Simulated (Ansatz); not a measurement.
# C2H3N (SMILES C1=CN1): single points off equilibrium

How do the functionals fare away from a minimum? The structure is a frame of a short trajectory.

Program: Ansatz 0.2.0, Gaussian basis. Level of theory: single points in def2-TZVPP. These are calculated values, not measurements.

Correlated methods freeze the cores.

1 further run of the same task is left out (it didn't finish).

### Step 1. The starting structure

SMILES `C1=CN1`, 6 atoms, charge 0, spin multiplicity 1.

Atoms are counted from 1 here; the program's logs count them from 0.

Bond lengths: C1–C2 1.264 Å, C1–N3 1.459 Å, C1–H4 1.135 Å, C2–N3 1.521 Å, C2–H5 1.103 Å, N3–H6 1.048 Å. Angles: C2–C1–N3 67.5°, C2–C1–H4 154.1°, N3–C1–H4 134.4°, C1–C2–N3 62.4°, C1–C2–H5 161.9°, N3–C2–H5 132.5°, C1–N3–C2 50.2°, C1–N3–H6 108.0°, C2–N3–H6 94.3°.

Geometry (Å):

```xyz
6
C2H3N
C    -0.6759   -0.1717   -0.2423
C     0.4575    0.3110   -0.5265
N     0.0394    0.3072    0.9357
H    -1.7585   -0.4342   -0.4617
H     1.2777    0.8150   -1.0657
H     0.7330   -0.4276    1.2147
```

### Step 2. PBE-D4/def2-TZVPP

Contents of run/in.yaml:

```yaml
crystal:
  periodic: [false, false, false]
  atoms:
    - {symbol: C, position_ang: [-0.675862, -0.171744, -0.242263]}
    - {symbol: C, position_ang: [0.457507, 0.311004, -0.526500]}
    - {symbol: N, position_ang: [0.039388, 0.307169, 0.935705]}
    - {symbol: H, position_ang: [-1.758493, -0.434182, -0.461721]}
    - {symbol: H, position_ang: [1.277666, 0.814996, -1.065684]}
    - {symbol: H, position_ang: [0.732957, -0.427564, 1.214657]}
basis:
  gaussian: {orbitals: def2-TZVPP}
hamiltonian: {xc: pbe, dispersion: d4}
output: {forces: true}
```

The run is started by

```
> ansatz run in.yaml --threads 2 --pin off --events-out ev --progress --plain --max-ram 3481MiB
```

### Step 3. r2SCAN-D4/def2-TZVPP

run/in.yaml, as its differences from that of step 2:

```diff
@@ -11,3 +11,3 @@
   gaussian: {orbitals: def2-TZVPP}
-hamiltonian: {xc: pbe, dispersion: d4}
+hamiltonian: {xc: r2scan, dispersion: d4}
 output: {forces: true}
```

### Step 4. PBE0-D4/def2-TZVPP

run/in.yaml, as its differences from that of step 3:

```diff
@@ -11,3 +11,3 @@
   gaussian: {orbitals: def2-TZVPP}
-hamiltonian: {xc: r2scan, dispersion: d4}
-output: {forces: true}
+hamiltonian: {xc: pbe0, dispersion: d4}
+output: {forces: true, orbitals: {seedname: orbitals}}
```

### Step 5. wB97M-V/def2-TZVPP

run/in.yaml, as its differences from that of step 4:

```diff
@@ -11,3 +11,3 @@
   gaussian: {orbitals: def2-TZVPP}
-hamiltonian: {xc: pbe0, dispersion: d4}
-output: {forces: true, orbitals: {seedname: orbitals}}
+hamiltonian: {xc: {name: wB97M-V}}
+output: {forces: true}
```

### Step 6. CCSD(T)/def2-TZVPP

run/in.yaml, as its differences from that of step 5:

```diff
@@ -11,3 +11,3 @@
   gaussian: {orbitals: def2-TZVPP}
-hamiltonian: {xc: {name: wB97M-V}}
+correlation: {method: ccsd_t}
 output: {forces: true}
```

(Steps that only read results are left out.)

What does the calculation give? Wanted: energy less free atoms, CCSD(T)/def2-TZVPP; RMS force component; RMS force error; HOMO and LUMO, PBE0-D4; T1 diagnostic.

As calculated:

| quantity | value |
| --- | --- |
| energy less free atoms, CCSD(T)/def2-TZVPP | -2119.8 kJ/mol |
| RMS force component | 1.229 to 1.552 eV/Å over the methods |
| RMS force error | PBE-D4 0.247, r2SCAN-D4 0.357, PBE0-D4 0.482, wB97M-V 0.442 eV/Å |
| HOMO and LUMO, PBE0-D4 | -6.09 and -0.40 eV |
| T1 diagnostic | 0.011 |

Against CCSD(T) the functionals' energies less atoms differ by -193.8 to -78.0 kJ/mol, PBE-D4 by -193.8 kJ/mol. A larger basis would deepen the CCSD(T) value, while the functionals are nearly converged already, so the order here is not reliable. The forces of PBE-D4 come nearest to CCSD(T), those of PBE0-D4 are farthest. Frozen-core CCSD(T) forces in triple zeta carry basis errors of their own, and this is one geometry, so small gaps rank nothing. The restricted Hartree–Fock reference is unstable towards an unrestricted one at one or more of these structures.
